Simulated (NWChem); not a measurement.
# Ionisation of CHO (+1)

```
C
O 1 1.1185
H 1 1.1190 2 180.00
```
Charge +1, spin multiplicity 1.

All runs are NWChem calculations. Structure: optimised with PBE/def2-SVP, a minimum by its harmonic frequencies.

Basis set: def2-TZVP. −ε marks an orbital energy of the parent.

```
method                 first vertical ionisation energy (eV)
---------------------  -------------------------------------
−ε(HOMO) of PBE                                        21.03
−ε(HOMO) of B3LYP                                      22.36
−ε(HOMO) of TPSS                                       21.05
evGW@PBE0                                              26.51
G0W0@CAM-B3LYP                                         26.32
−ε(HOMO) of BHandHLYP                                  24.14
G0W0@PBE                                               25.83
−ε(HOMO) of HF                                         26.49
G0W0@PBE0                                              26.13
```

The values span 5.47 eV, from −ε(HOMO) of PBE (lowest) to evGW@PBE0 (highest). 

B3LYP has NWChem's definition, with VWN1-RPA local correlation. The structure started from a generated list of species.
